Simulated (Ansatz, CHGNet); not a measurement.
**2H MoS₂: properties by level of theory**

Reference values: lattice constant a 3.16 Å (measured, 300 K, no zero-point or thermal correction; as tabulated in arXiv:1605.07067); lattice parameter c 12.294 Å (measured, 300 K, not corrected to a static lattice; as tabulated in arXiv:1605.07067).

```json
[
 {"level (code)": "CHGNet 0.3.0", "equilibrium lattice constant a (Å)": "3.194", "c axis length (Å)": "17.564"},
 {"level (code)": "CHGNet-r²SCAN", "equilibrium lattice constant a (Å)": "3.185", "c axis length (Å)": "13.075"},
 {"level (code)": "PBE-D4 (Ansatz)", "equilibrium lattice constant a (Å)": "3.154", "c axis length (Å)": "12.162"},
 {"level (code)": "r²SCAN-D4 (Ansatz)", "equilibrium lattice constant a (Å)": "3.174", "c axis length (Å)": "12.489"}
]
```

Differences from the reference values (errors of the level alone only where the reference is corrected to a static lattice):

```tsv
level	lattice constant a (%)	lattice parameter c (%)
CHGNet 0.3.0	+1.08	+43
CHGNet-r²SCAN	+0.79	+6.35
PBE-D4	-0.19	-1.07
r²SCAN-D4	+0.44	+1.59
```

Nearest: lattice constant a, not ranked (reference at room or unstated temperature); lattice parameter c, not ranked (reference at room or unstated temperature). Values with a doubt, or to which a potential was fitted, aren't ranked.

Machine-learned potentials (CHGNet 0.3.0, CHGNet-r²SCAN) are trained on DFT data: a solid inside that data is no test of them.

Caveats: the cell has another shape than the first-principles one, perhaps another minimum in the same group (CHGNet 0.3.0); the cell moved over 20 % in volume from its start (CHGNet 0.3.0). Ansatz's density-functional and Hartree–Fock values are scalar-relativistic unless marked +SOC, with PAW data made under PBE.

The crystal itself was run without spin with PBE-D4; a magnetic state was not tried in these runs.

Differences are worked out from the printed values.

Computed values are for the static lattice.

Ansatz is an electronic-structure program.
